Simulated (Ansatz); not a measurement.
Results of r²SCAN (Ansatz, an electronic-structure program, plane waves, PAW) for rock-salt TiC.

Input:

Ansatz 0.2 input:
```yaml
crystal:
  lattice:
    - [0.0, 2.1635, 2.1635]
    - [2.1635, 0.0, 2.1635]
    - [2.1635, 2.1635, 0.0]
  atoms:
    - { symbol: Ti, position: [0.0, 0.0, 0.0] }
    - { symbol: C, position: [0.5, 0.5, 0.5] }
basis:
  ecutwfc: 560
  ecutrho_ratio: 4
  xc_grid: 3
kpoints:
  mp_grid: { grid: [22, 22, 22] }
hamiltonian:
  xc: r2scan
  dispersion: none
  pseudopotentials: { kind: paw }
scf:
  occupations: { method: fermi_dirac, width: 0.05 }
  convergence: { dr2_threshold: 0.0000000002 }
output:
  forces: true
  stress: true
  eigenvalues: true
```

Output (set-up and result lines):

```
Crystal: 2 atoms, lattice volume = 20.254 Å³
Basis set: ecut = 560 eV, 609 PW (Γ), exchange–correlation on 72×72×72 points (27 copies of the dense FFT grid, shifted against one another)
Bands: 12, of which v1, the nominal top of the filled ones, is band 8 counted from 1 (7 counted from 0)
Symmetry: 48 space group operations
Space group: Fm-3m (ITA 225), of the structure as read, at distance tolerance 2.7e-5 Å
k-points: 328 of 10648
Functional: x = r2scan, c = r2scan; τ floored in thin density (d = 2e-4 eV/Å³)
SCF iter   1: F=—  HF=-2757.963487 eV  |F-HF|=—  |Δ(HF+E_count)|=         —  Δρ=1.86e-2  dr2=7.48e-2  dr2_τ=1.38e-1
SCF iter   2: F=—  HF=-2758.015403 eV  |F-HF|=—  |Δ(HF+E_count)|=   5.19e-2  Δρ=6.37e-3  dr2=3.44e-3  dr2_τ=1.68e-3
  ...
SCF iter   8: F=—  HF=-2758.018038 eV  |F-HF|=—  |Δ(HF+E_count)|=   2.34e-9  Δρ=1.78e-6  dr2=8.15e-10  dr2_τ=2.08e-11
SCF iter   9: F=-2758.018038 eV  HF=-2758.018038 eV  |F-HF|=9.09e-13  |Δ(HF+E_count)|=  1.48e-10  Δρ=6.55e-8  dr2=5.79e-13  dr2_τ=2.58e-13
SCF 1 converged in 9 iterations: F = -2758.018038 eV  dr2 = 5.79e-13
SCF converged after 9 iterations
Free energy (F): -2758.018038 eV
Internal energy: -2758.016006 eV  (E = F + TS)
E sigma→0 (E₀):  -2758.017022 eV
Fermi energy:    14.794657 eV
--- Forces (eV/Å), atoms counted from 1 ---
  atom   1  Ti    -0.00000000     0.00000000    -0.00000000
  atom   2  C      0.00000000     0.00000000     0.00000000
--- Stress (GPa, compression-positive) ---
        0.130100       0.000000       0.000000
       -0.000000       0.130100      -0.000000
       -0.000000      -0.000000       0.130100
  P = ⅓ Tr σ = 0.1301 GPa (1.301 kbar)
```

The PAW data were made under PBE.

Note: cell and atoms aren't relaxed at this level.

The result took roughly 10 core-seconds.
